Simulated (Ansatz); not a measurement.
# SiPNH+ (triplet): wave-function methods side by side, cc-pVDZ

One table from this session's results is given with a row withheld; the runs are named, their logs left out.

Method: cc-pVDZ, core rule «outside noble gas», up to 11 orbitals frozen; program: Ansatz 0.2.0, Gaussian basis.

The runs, in order: UHF; CCSD(T) on ROHF; CCSD(T) on UHF; BCCD(T) on ROHF; CISD as a restricted active space (open shells left free, so some higher excitations enter); CCSDT(Q) on ROHF; CCSDT(Q) on UHF.

27 further runs of the same task are left out: 2 for a known fault of the program, 11 that didn't finish, 14 set aside as unsound or not needed. Runs told in other sessions of the task aren't counted.

## The system

The geometry is a PBE0/def2-TZVP stationary point (not a proven minimum) of the parent state, kept for this charge and spin.

4 atoms, charge 1, spin multiplicity 3.

Atoms are counted from 1 here; the program's logs count them from 0.

Bond lengths: P1–N2 1.637 Å, P1–H4 1.435 Å, N2–Si3 1.581 Å. Angles: N2–P1–H4 98.3°, P1–N2–Si3 172.7°.

The first run:

in.yaml

```yaml
crystal:
  periodic: [false, false, false]
  atoms:
    - {symbol: P, position_ang: [0.000000, -0.087651, 1.520772]}
    - {symbol: N, position_ang: [0.000000, 0.068024, -0.109044]}
    - {symbol: Si, position_ang: [0.000000, 0.015891, -1.689645]}
    - {symbol: H, position_ang: [0.000000, 1.305416, 1.863064]}
basis:
  gaussian: {orbitals: cc-pVDZ}
total_charge: 1
magnetization: {spin_polarized: true, initial_magnetization: 2}
hamiltonian: {xc: hf}
output: {orbitals: {seedname: orbitals}}
```

Run with:

```bash
$ ansatz run in.yaml --threads 1 --pin off --events-out ev --progress --plain --max-ram 2393MiB
```

Among the steps run: UHF; CCSD(T) on ROHF; CCSD(T) on UHF; BCCD(T) on ROHF; CISD as a restricted active space (open shells left free, so some higher excitations enter); CCSDT(Q) on ROHF; CCSDT(Q) on UHF.

One table of the session follows, with a row left open; its other results are not shown here.

| method | from UCCSDT(Q) (kcal/mol) |
| --- | --- |
| ROHF | +232.12 |
| UHF | +227.47 |
| RMP2 | +30.21 |
| UMP2 | +31.36 |
| CISD | +36.86 |
| RCCSD | +11.82 |
| UCCSD | +11.47 |
| RCCSD(T) | +1.93 |
| UCCSD(T) | +1.98 |
| BCCD(T) | +1.87 |
| RCCSDT | +1.14 |
| UCCSDT | ? |
| RCCSDT(Q) | +0.15 |
| UCCSDT(Q) | 0 |

Estimate the missing values for UCCSDT.

As computed: from UCCSDT(Q) (kcal/mol): +1.10. In the column «from UCCSDT(Q) (kcal/mol)» it lies between RCCSDT(Q) (+0.15) and RCCSDT (+1.14).

Limits of these values: Restricted and unrestricted rows rest on different reference determinants; a gap between their highest levels can come from leftover correlation error, from unlike frozen cores or from another state.
